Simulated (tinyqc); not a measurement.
Worked calculation: RHF in the sto-3g basis, for H2O, spin multiplicity 1. One step of it, computed by the program tinyqc.

Problem. Orthogonalisation. S = U s U^T; symmetric (Loewdin) form X = U s^(-1/2) U^T, so that X^T S X = 1.

overlap S:
```
           1O 1s     1O 2s    1O 2px     1O 2py    1O 2pz     2H 1s      3H 1s
1O 1s   1.000000  0.236704  0.000000   0.000000  0.000000  0.033562   0.033562
1O 2s   0.236704  1.000000  0.000000   0.000000  0.000000  0.353907   0.353907
1O 2px  0.000000  0.000000  1.000000   0.000000  0.000000  0.000000   0.000000
1O 2py  0.000000  0.000000  0.000000   1.000000  0.000000  0.265958  -0.265958
1O 2pz  0.000000  0.000000  0.000000   0.000000  1.000000  0.175835   0.175835
2H 1s   0.033562  0.353907  0.000000   0.265958  0.175835  1.000000   0.133585
3H 1s   0.033562  0.353907  0.000000  -0.265958  0.175835  0.133585   1.000000
```

Give: eigenvalues of S; X.

Solution.

eigenvalues of S: 0.4705  0.5512  0.8942  1.0000  1.0913  1.3152  1.6776

X:
```
          1O 1s    1O 2s  1O 2px   1O 2py   1O 2pz    2H 1s    3H 1s
1O 1s    1.0234  -0.1349  0.0000   0.0000  -0.0059   0.0180   0.0180
1O 2s   -0.1349   1.1343  0.0000   0.0000   0.0545  -0.2011  -0.2011
1O 2px   0.0000   0.0000  1.0000   0.0000   0.0000   0.0000   0.0000
1O 2py   0.0000   0.0000  0.0000   1.0679   0.0000  -0.1653   0.1653
1O 2pz  -0.0059   0.0545  0.0000   0.0000   1.0264  -0.0980  -0.0980
2H 1s    0.0180  -0.2011  0.0000  -0.1653  -0.0980   1.1058  -0.0452
3H 1s    0.0180  -0.2011  0.0000   0.1653  -0.0980  -0.0452   1.1058
```
